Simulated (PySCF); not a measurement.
A structure optimised at PBE-D3(BJ)/def2-TZVP, used in a PySCF frequency run:

```
C
F 1 1.3950
H 1 1.1002 2 108.99
H 1 1.1002 3 109.95 2 119.41
H 1 1.1002 3 109.95 4 121.19
```

Problem. Write its SMILES, formula and point group.

Solution. CF, CH3F, C3v

Problem. What are its rotational constants (standard atomic weights)?

Solution. 154.43, 25.259, 25.259 GHz
